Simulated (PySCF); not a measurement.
## How the method changes the constants of Cl₂⁻

State: doublet, unpaired electrons σ ↑. Set-up: basis Cl aug-cc-pVDZ-DK; spin-free X2C with a Gaussian nucleus; PySCF 2.14. De refers to Cl + Cl⁻ in their high-spin ground configurations, without counterpoise correction. The functionals are run spin-unrestricted.

```csv
Level,Re (Å),ωe (cm⁻¹),De (eV)
UHF,2.665,248,n/a
UHF-MP2,2.633,256,1.21
UHF-SCS-MP2,2.644,253,1.10
UHF-CCSD,2.658,248,n/a
UHF-CCSD(T),2.659,247,n/a
PBE,2.725,192,1.78
r²SCAN,2.704,206,1.69
B3LYP,2.728,202,1.53
PBE0,2.660,222,1.55
r²SCAN0,2.651,231,1.49
MN15,2.675,221,1.45
LC-ωPBE,2.598,259,1.27
```

**Question.** What does a quarter of exact exchange do here, going from PBE to PBE0?

**Answer.** PBE0 less PBE: -6.5 pm in Re, +15.6 % in ωe, -0.23 eV in De. Exact exchange removes part of the self-interaction that spreads semilocal densities, and in most molecules shortens and stiffens the bond and lowers De; so it does here.

**Question.** What does the step from GGA to meta-GGA do here, going from PBE to r²SCAN?

**Answer.** r²SCAN less PBE: -2.1 pm in Re, +7.3 % in ωe, -0.09 eV in De. 

**Question.** What does a quarter of exact exchange do here, going from r²SCAN to r²SCAN0?

**Answer.** r²SCAN0 less r²SCAN: -5.3 pm in Re, +12.1 % in ωe, -0.20 eV in De. Exact exchange removes part of the self-interaction that spreads semilocal densities, and in most molecules shortens and stiffens the bond and lowers De; so it does here.

Correlated steps freeze 10 core orbitals. Correlated levels converge slowly with the basis: in double zeta they bind strong bonds too weakly, by up to about 1 eV, and carry superposition errors of some tenths. The state was picked by a PBE0 search and need not be the measured ground state.
